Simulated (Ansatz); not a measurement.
1T (CdI2-type) PtS2, treated with r²SCAN+SOC (plane waves, PAW; Ansatz, a quantum-chemistry and plane-wave program).

Settings: plane-wave cutoff 560 eV, 12×12×8 k mesh (along the axes of the cell as run), Fermi–Dirac smearing 0.01 eV, PAW data made under PBE.

Response to compression and expansion:

Shape and atoms are relaxed at each volume.

| V (Å³/atom) | P (GPa) | direct gap at Γ (eV) | c (Å) |
|---|---|---|---|
| 19.622 | 0.58 | 2.668 | 5.405 |
| 20.031 | 0.24 | 2.824 | 5.517 |
| 20.440 | 0.00 | 2.968 | 5.632 |
| 20.848 | -0.20 | 3.091 | 5.744 |
| 21.257 | -0.32 | 3.205 | 5.859 |

The fundamental gap (1.28 eV at the equilibrium volume, with added k points) lies elsewhere than Γ–Γ.

Note: for a layered or molecular solid the relaxed cell lies over 5 % above the published volume, where the minimum can be shallow; the cell comes from a level without a dispersion term, which matters for the spacing of layers, chains or molecules; the bulk modulus comes from volumes at which shape and atoms were relaxed.
